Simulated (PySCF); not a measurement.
C₅H₇S (doublet state).
SMILES with atom numbers: `[CH3:1][C:2](=[S:3])[C:4]1[CH2:5][CH2:6]1` (hydrogens: H7, H8, H9 on C1; H10, H11 on C5; H12, H13 on C6)

Cartesian coordinates in Å at the GFN2-xTB level; atoms count from 1:
```xyz
13
C5H7S angstrom
C     -1.932    0.498   -0.657
C     -0.901   -0.561   -0.411
S     -1.415   -2.206   -0.500
C      0.371   -0.274   -0.135
C      1.399    0.744    0.077
C      1.720   -0.736    0.170
H     -2.356    0.378   -1.653
H     -2.744    0.400    0.063
H     -1.492    1.488   -0.570
H      1.761    1.301   -0.776
H      1.371    1.327    0.988
H      1.911   -1.166    1.144
H      2.302   -1.193   -0.618
```

Method: UKS B3LYP, pcH-1 on C H S, non-relativistic, mean-field spin-orbit, GIAO in PySCF. The structure is a single GFN2-xTB conformer in the gas phase; no vibrational or solvent corrections. A GFN2-xTB geometry isn't a minimum of the functional, and hyperfine couplings can be far from their values at a DFT geometry, by a factor of two or more for some ions and for spin on atoms past the first row.

Output of the driver script. The program numbers atoms from 0.

```
UKS, coarse grid
  cycle   1  E = -592.82366676  |g| = 2.76e-01
  cycle   2  E = -592.81671699  |g| = 3.14e-01
  cycle   3  E = -592.86469862  |g| = 8.36e-02
  cycle   4  E = -592.86724768  |g| = 4.94e-02
  cycle   5  E = -592.86865753  |g| = 6.99e-03
  cycle   6  E = -592.86871827  |g| = 5.63e-03
  cycle   7  E = -592.86874283  |g| = 1.94e-03
  cycle   8  E = -592.86874550  |g| = 1.42e-03
  cycle   9  E = -592.86874721  |g| = 2.05e-04
UKS, final grid
  cycle   1  E = -592.86875864  |g| = 2.49e-04
  cycle   2  E = -592.86875861  |g| = 3.80e-04
  cycle   3  E = -592.86875868  |g| = 5.22e-05
  cycle   4  E = -592.86875869  |g| = 3.11e-05
  cycle   5  E = -592.86875869  |g| = 1.25e-05
E = -592.86875869 Eh   <S^2> = 0.7660 (exact 0.7500)
g shifts (ppm)      1          2          3
  rmc          -200       -200       -200
  gc             -9         42         39
  oz_so          80      10758     158960
  total        -129      10599     158799
hyperfine (MHz)  atom isotope    a_iso     a_fc   dipolar eigenvalues
    0   13C       0.32       0.32     -1.11      0.20      0.91
    1   13C     -29.56     -29.56    -12.05      4.43      7.62
    2   33S      13.46      13.46    -66.34    -65.27    131.61
    3   13C      36.27      36.27    -34.97    -31.98     66.95
    4   13C     -12.37     -12.37     -2.10      0.44      1.65
    5   13C     -11.66     -11.66     -1.45      0.03      1.42
    6    1H      -9.68      -9.68     -2.07     -1.17      3.24
    7    1H      -9.54      -9.54     -2.06     -1.19      3.25
    8    1H      -1.63      -1.63     -1.80     -1.36      3.16
    9    1H      38.10      38.10     -2.15     -1.94      4.10
   10    1H      38.09      38.09     -2.16     -1.94      4.10
   11    1H      33.32      33.32     -2.36     -1.43      3.79
   12    1H      33.31      33.31     -2.35     -1.43      3.79
```

Question: Can this result be taken as it stands? Point to the evidence in the output.

Answer: No. The largest g shift is +0.159, past the limit of 0.03 at which the run flags a species of elements up to argon. The orbital-Zeeman/spin–orbit term is second order, a sum of spin–orbit matrix elements over excitation energies, so it grows and becomes less reliable as an excited state comes close; a shift this large should be checked with a method that treats spin–orbit coupling variationally or among several states. The contact and dipolar couplings don't rest on that expansion, but they belong to the state that the SCF found, and a close-lying state with the spin in another orbital would have other couplings; no stability test was run. The run left out the spin–orbit part of the hyperfine coupling.

Question: Where is the spin in this solution (atoms counted from 1)?

Answer: The largest Mulliken spin populations are on S3 (+0.73), C4 (+0.40) and C2 (-0.14). ⟨S²⟩ = 0.7660 against the exact 0.7500, 2.1 % above the value of a pure doublet state. The SMILES `CC(=S)[C]1CC1` draws the unpaired electron on C4, whose computed spin population is only +0.40.

Question: Average a_iso over equivalent nuclei, turn it into first-order splittings with g = 2.0023, and give the multiplets for abundant isotopes (0.05 mT or more).

Answer: 
```tsv
nuclei (from 1)	isotope	I	position	a_iso (MHz)	|a| (mT)	splits into
H10/H11	1H	1/2	4 bonds from S3	38.1	1.36	1:2:1 triplet
H12/H13	1H	1/2	4 bonds from S3	33.3	1.19	1:2:1 triplet
H7/H8/H9	1H	1/2	3 bonds from S3	-7.0	0.25	1:3:3:1 quartet
```

Nuclei that the bonding pattern makes equivalent are averaged, as if the motion that swaps them (rotation, inversion, ring flip) were fast. C5 and C6, with what hangs on them, aren't averaged: C4 is flat or nearly so (angle sum 360°), and its turn about the short C4–C2 bond (1.33 Å) is taken as slow. The three 1H nuclei of mean -7.0 MHz run from -9.7 to -1.6 MHz in the frozen geometry.
